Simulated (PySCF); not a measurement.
**H3SO−, an ion with solvent molecules: interaction energy**

An exercise on one series of results from a longer session: the logs are not shown, and one member is left open.

Programs: PySCF 2.14.0. All values are calculated, for the isolated system unless a continuum is named. Atoms count from 0, parts from 1.

## The system as given

5 atoms, charge -1, multiplicity 1; geometry: GFN2-xTB. Parts: 1 = atoms 0–1, `[SH-]`, charge -1; 2 = atoms 2–4, `O`, charge 0.

The first run:

What the job is given:

```
{"job": {"xc": "PBE0", "basis": "def2-TZVPD", "d3": "d3bj", "grid": 3, "kind": "geom", "shake": 0.01}, "charge": -1, "multiplicity": 1, "parts": [{"atoms": "0-1", "charge": -1, "multiplicity": 1}, {"atoms": "2-4", "charge": 0, "multiplicity": 1}]}
S      0.741159    -0.111224    -0.055616
H     -0.527199     0.325185    -0.322737
O      1.605204     1.902708    -2.110684
H      0.994123     1.664694    -2.753331
H      1.427979     1.262169    -1.348035
```

Command:

```
OMP_NUM_THREADS=1 python cluster_run.py task.json out
```

One launch serves the whole session: the jobs run in the order shown.

Among the steps run: Relaxing the molecule at PBE0-D3(BJ)/def2-TZVPD; Coupled-cluster interaction energy: CCSD(T) and MP2, 2.21 Å; Coupled-cluster interaction energy: CCSD(T) and MP2, 2.31 Å; Coupled-cluster interaction energy: CCSD(T) and MP2, 2.43 Å; Coupled-cluster interaction energy: CCSD(T) and MP2, 2.10 Å; Coupled-cluster interaction energy: CCSD(T) and MP2, 2.76 Å; Coupled-cluster interaction energy: CCSD(T) and MP2, 1.99 Å; Coupled-cluster interaction energy: CCSD(T) and MP2, 3.31 Å; Coupled-cluster interaction energy: CCSD(T) and MP2, 4.41 Å.

One table of the session follows, with a row left open; its other results are not shown here.

It belongs to the step «Coupled-cluster interaction energy: CCSD(T) and MP2, 4.41 Å». 

```
                 method  interaction energy (kcal/mol)
         HF/aug-cc-pVDZ                          -5.24
        MP2/aug-cc-pVDZ                          -5.14
       CCSD/aug-cc-pVDZ                          -5.09
    CCSD(T)/aug-cc-pVDZ                          -5.09
         HF/aug-cc-pVQZ                          -5.20
        MP2/aug-cc-pVQZ                          -5.16
    SCS-MP2/aug-cc-pVQZ                          -5.11
      MP2, extrapolated                          -5.18
CCSD(T), limit estimate                              ?
```

**Question.** Estimate the row for CCSD(T), limit estimate.

As computed: interaction energy (kcal/mol): -5.13. In the column «interaction energy (kcal/mol)» it lies between MP2/aug-cc-pVDZ (-5.14) and SCS-MP2/aug-cc-pVQZ (-5.11).
